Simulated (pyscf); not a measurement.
HO–Zr(F)(F)–F (SMILES [OH][Zr]([F])([F])[F]) + NH₃ (SMILES N) -> H₂O (SMILES O) + H₂N–Zr(F)(F)–F (SMILES [NH2][Zr]([F])([F])[F]), a four-centre exchange (singlet surface; O–Zr, H–N broken, H–O, N–Zr formed). Structures and frequencies: ωB97X-D3(BJ)/def2-SVP in PySCF. Energies in kJ/mol from the separated reactants.

Small-basis levels: PySCF, no dispersion term, spherical d functions. AM1 to PM7: differences of heats of formation from MOPAC, which are fitted to 298 K values and so differ in kind from electronic energies by zero-point and thermal terms. Cost: rough CPU time at the saddle relative to B3LYP/6-31G*+LANL2DZ, from one job on a shared machine.

```json
[
 {"level": "HF/6-31G*+LANL2DZ", "barrier": "58.1", "reaction energy": "+78.5", "cost": "0.1"},
 {"level": "BP86/6-31G*+LANL2DZ", "barrier": "7.6", "reaction energy": "+74.0", "cost": "2"},
 {"level": "M06-2X/6-31G*+LANL2DZ", "barrier": "-9.5", "reaction energy": "+65.4", "cost": "3"},
 {"level": "B3LYP/6-311+G**+LANL2DZ", "barrier": "34.6", "reaction energy": "+61.5", "cost": "2"},
 {"level": "PBE/def2-SVP", "barrier": "3.3", "reaction energy": "+82.5", "cost": "2"},
 {"level": "PM6", "barrier": "184.0", "reaction energy": "+142.8", "cost": "under 0.02"},
 {"level": "PM7", "barrier": "57.3", "reaction energy": "+153.2", "cost": "under 0.02"},
 {"level": "ωB97M-D3(BJ)/def2-TZVP", "barrier": "36.4", "reaction energy": "+74.3", "cost": "–"}
]
```

Against the last row the barrier runs from -46.0 (M06-2X/6-31G*+LANL2DZ) to +147.6 kJ/mol (PM6). ωB97M-D3(BJ)/def2-TZVP has limits of its own. On the reactant side the descent ends in an adduct with a N–Zr contact, 103.2 kJ/mol under the separated species and 129.0 kJ/mol under the saddle at ωB97X-D3(BJ)/def2-TZVP. On the product side the descent ends in an adduct with a O–Zr contact (not fully relaxed), 83.3 kJ/mol under the separated species and 37.6 kJ/mol under the saddle at ωB97X-D3(BJ)/def2-TZVP. At ωB97M-D3(BJ) the saddle lies under the separated products, which points to a path from their complex (located at ωB97X-D3(BJ) alone), and parting the products costs more than the saddle. What is counted as formed (N–Zr) is already present as a longer contact in the reactant adduct; forming that adduct is a step of its own. What is counted as broken (O–Zr) persists as a longer contact in the product adduct; parting that adduct is a step of its own. At ωB97X-D3(BJ)/def2-TZVP the barrier from the zero used here is 25.8 kJ/mol. This is the saddle that the search found; another between the same sides may lie lower. In the def2 sets elements past Kr carry core potentials, without spin-orbit coupling.
